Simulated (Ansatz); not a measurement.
Reaction: CH2BF3 (SMILES FC(B)(F)F) → BH2 (SMILES [BH2], doublet) + CF3 (SMILES F[C](F)F, doublet) (the B-C bond breaks)
Each species at its own B3LYP-D3(BJ)/def2-TZVP minimum (Ansatz, a first-principles code).

Wanted: bond dissociation energy (electronic), in kcal/mol. Open shells are spin-unrestricted; no spin-orbit coupling. CBS(X,Y): correlation extrapolated as X^-3, Hartree-Fock from the larger set. A bracket is a step between two methods taken in the basis named. Functionals run without relativity, which enters their misses. Double hybrids freeze cores in their MP2 part. '+ core + X2C': CCSD(T) terms for core correlation (cc-pwCVTZ) and scalar relativity (cc-pVTZ-DK).

CCSD(T)/CBS(cc-pVTZ,cc-pVQZ) + [CCSDT(Q) - CCSD(T)]/cc-pVDZ + core + X2C (Ansatz) gives 107.6 kcal/mol.

Q: What does PBE/def2-TZVPD (Ansatz) give here, and how do the other levels compare?

A: PBE gives 102.0 kcal/mol, 5.6 kcal/mol below it. Differences of the others: r2SCAN/def2-TZVPD (Ansatz) -8.8; PBE0/def2-TZVPD (Ansatz) -6.1; wB97M-V/def2-TZVPD (Ansatz) 1.2; B2PLYP/def2-TZVPD (Ansatz) -4.6; CCSD(T)/CBS(cc-pVTZ,cc-pVQZ) + core + X2C (Ansatz) 0.1 kcal/mol. Nearer than PBE: wB97M-V/def2-TZVPD, B2PLYP/def2-TZVPD, CCSD(T)/CBS(cc-pVTZ,cc-pVQZ) + core + X2C.
